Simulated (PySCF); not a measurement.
Core-level binding energies of ethynyl isothiocyanate

Compound: ethynyl isothiocyanate, C₃HNS.
Cartesian coordinates in Å at the GFN2-xTB level; atoms count from 1:
```xyz
6
C3HNS angstrom
C     -0.9641    1.6090    0.4942
C     -0.3931    0.5649    0.3074
N      0.1537   -0.5939    0.1816
C      0.8897   -1.4404   -0.2287
S      1.7455   -2.6762   -0.6214
H     -1.4286    2.5386    0.6183
```

Method: delta-SCF UKS SCAN, pcX-2 on the ionised atom, pcseg-1 elsewhere, spin-free X2C (PySCF 2.14.0). These are vertical core ionisation energies against the vacuum level, from separate self-consistent calculations with and without the core hole.

Q: List the computed XPS lines with their assignment.

A: 
```
atom(s)                            bonded to  level  binding energy (eV)  above the level's lowest (eV)  count
     S5                      C (double bond)   S 1s              2477.52                           0.00      1
     N3                C (double bond) and C   N 1s               406.86                           0.00      1
     C4  N (double bond) and S (double bond)   C 1s               293.52                          +3.23      1
     C2                N and C (triple bond)   C 1s               292.33                          +2.04      1
     C1                C (triple bond) and H   C 1s               290.29                           0.00      1
```

The listed C 1s values span 3.23 eV, from C1 (bonded to C (triple bond) and H) to C4 (bonded to N (double bond) and S (double bond)). The widest gap between neighbouring values is 2.04 eV, between 290.29 and 292.33 eV.

Q: What is the longest wavelength that can ionise C 1s of C1 vertically?

A: λ = hc/E = 12398.42 eV Å / 290.29 eV = 42.710 Å.

Q: Which photon energy gives electrons from C 1s of C1 a kinetic energy of 50 eV, and what is their de Broglie wavelength?

A: hν = 290.29 + 50 = 340.29 eV, recoil neglected; λ = 12.264 Å/√(E/eV) = 1.73 Å.

Not every level is listed. The unrestricted hole states depart most from a pure doublet (⟨S²⟩ = 0.75; over 0.85 named) for C 1s of C2 (0.85) and C 1s of C4 (0.91), which makes these values less certain. Isolated species at its GFN2-xTB geometry, gas phase.

On x86-64 server, one thread, no GPU, on a shared host, this took 21 s of wall time.
